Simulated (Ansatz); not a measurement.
**CH₂Si (triplet): wave-function methods side by side, cc-pVTZ**

The task here is to estimate one member of a computed series from the others.

Program: Ansatz 0.2.0, Gaussian basis. Level of theory: cc-pVTZ, core rule «outside noble gas», up to 6 orbitals frozen. These are calculated values, not measurements.

Plan: UHF; CCSD(T) on ROHF; CCSD(T) on UHF; BCCD(T) on ROHF; CCSDT(Q) on ROHF; CCSDT(Q) on UHF; CASSCF and MRCISD+Q, 10 electrons in 10 orbitals; CASSCF and NEVPT2, 10 electrons in 10 orbitals.

4 further runs of the same task are left out: 4 set aside as unsound or not needed.

## What is computed

The geometry is a PBE0/def2-TZVP stationary point (not a proven minimum).

4 atoms, charge 0, spin multiplicity 3.

Atoms are counted from 1 here; the program's logs count them from 0.

Bond lengths: Si1–C2 1.865 Å, C2–H3 1.091 Å, C2–H4 1.091 Å. Angles: Si1–C2–H3 123.8°, Si1–C2–H4 123.8°, H3–C2–H4 112.4°.

Geometry (Å):

```xyz
4
CH2Si
Si    0.0000    0.0000    0.6502
C     0.0000    0.0000   -1.2146
H     0.0000   -0.9068   -1.8218
H     0.0000    0.9068   -1.8218
```

Set-up of the first run:

in.yaml

```yaml
crystal:
  periodic: [false, false, false]
  atoms:
    - {symbol: Si, position_ang: [0.000000, 0.000000, 0.650177]}
    - {symbol: C, position_ang: [0.000000, 0.000000, -1.214577]}
    - {symbol: H, position_ang: [0.000000, -0.906814, -1.821841]}
    - {symbol: H, position_ang: [0.000000, 0.906814, -1.821841]}
basis:
  gaussian: {orbitals: cc-pVTZ}
magnetization: {spin_polarized: true, initial_magnetization: 2}
hamiltonian: {xc: hf}
output: {orbitals: {seedname: orbitals}}
```

Started as:

```console
$ ansatz run in.yaml --threads 1 --pin off --events-out ev --progress --plain --max-ram 4096MiB --backend cpu
```

Among the steps run: UHF; CCSD(T) on ROHF; CCSD(T) on UHF; BCCD(T) on ROHF; CCSDT(Q) on ROHF; CCSDT(Q) on UHF; CASSCF and MRCISD+Q, 10 electrons in 10 orbitals; CASSCF and NEVPT2, 10 electrons in 10 orbitals.

One table of the session follows, with a row left open; its other results are not shown here.

| method | from UCCSDT(Q) (kJ/mol) |
| --- | --- |
| ROHF | +711.7 |
| UHF | +690.4 |
| RMP2 | +113.4 |
| UMP2 | +118.5 |
| RCCSD | +30.6 |
| UCCSD | ? |
| RCCSD(T) | +4.4 |
| UCCSD(T) | +4.4 |
| BCCD(T) | +4.4 |
| RCCSDT | +1.3 |
| UCCSDT | +1.2 |
| RCCSDT(Q) | +0.2 |
| UCCSDT(Q) | 0 |
| CASSCF valence | +498.7 |
| NEVPT2 valence | +117.5 |
| MRCISD valence | +43.2 |
| MRCISD+Q valence | +6.6 |

**Question.** Estimate the row for UCCSD.

As computed: from UCCSDT(Q) (kJ/mol): +29.9. In the column «from UCCSDT(Q) (kJ/mol)» it lies between MRCISD+Q valence (+6.6) and RCCSD (+30.6).

With the free atoms at the same levels and basis (separate runs), the atomisation energy is 11.670 eV at UCCSDT(Q), 11.663 eV at RCCSD(T), 11.660 eV at UCCSD(T), 9.092 eV at ROHF.

To keep in mind: Restricted and unrestricted rows rest on different reference determinants; where their highest levels disagree by more than a few hundredths of an eV, they describe different states and don't form one ladder.
